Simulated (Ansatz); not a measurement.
Reaction (SMILES): ClCCl → [CH2]Cl (CH2-Cl) + Cl atom
B3LYP-D3(BJ)/def2-TZVP geometries, fixed; electronic energies without zero-point terms.

Energies in hartree at MP2 with Ansatz (an electronic-structure program); the bond dissociation energy is their sum with the coefficients shown, times 627.509 kcal/mol a hartree. All functions are spherical. Cores are frozen. Open shells are unrestricted. No added dispersion term, no relativity.

```csv
species,coefficient,part,cc-pV(D+d)Z,cc-pV(T+d)Z,cc-pV(Q+d)Z
ClCCl,-1,Hartree-Fock,-958.03523,-958.07944,-958.08943
ClCCl,-1,correlation,-0.42085,-0.55367,-0.60370
[CH2]Cl (CH2-Cl),+1,Hartree-Fock,-498.48864,-498.51663,-498.52303
[CH2]Cl (CH2-Cl),+1,correlation,-0.25770,-0.33711,-0.36623
Cl atom,+1,Hartree-Fock,-459.47140,-459.48556,-459.48916
Cl atom,+1,correlation,-0.11260,-0.15854,-0.17550
```

**Question.** Predict the bond dissociation energy in cc-pV(5+d)Z (X = 5): let each Hartree-Fock step shrink by the ratio of the last two, and fit each correlation energy at X = 3 and 4 to E + A/X^3. Compare with the run.

**Answer.** 
- ClCCl: steps -0.04421 and -0.00999, ratio 0.226, so Hartree-Fock -958.09169 (run: -958.09138); A = (-0.55367 - (-0.60370))/(1/27 - 1/64) = 2.3365, correlation -0.60370 - A/64 + A/125 = -0.62152 (run: -0.62441).
- [CH2]Cl (CH2-Cl): steps -0.02799 and -0.00640, ratio 0.229, so Hartree-Fock -498.52450 (run: -498.52436); A = (-0.33711 - (-0.36623))/(1/27 - 1/64) = 1.3600, correlation -0.36623 - A/64 + A/125 = -0.37660 (run: -0.37819).
- Cl atom: steps -0.01416 and -0.00360, ratio 0.254, so Hartree-Fock -459.49007 (run: -459.48973); A = (-0.15854 - (-0.17550))/(1/27 - 1/64) = 0.7921, correlation -0.17550 - A/64 + A/125 = -0.18154 (run: -0.18264).
Predicted 88.17 kcal/mol; the run in cc-pV(5+d)Z gives 88.40, a miss of -0.23. Keeping the value in cc-pV(Q+d)Z, 87.36, would miss by -1.04. All sums are of the energies as printed.
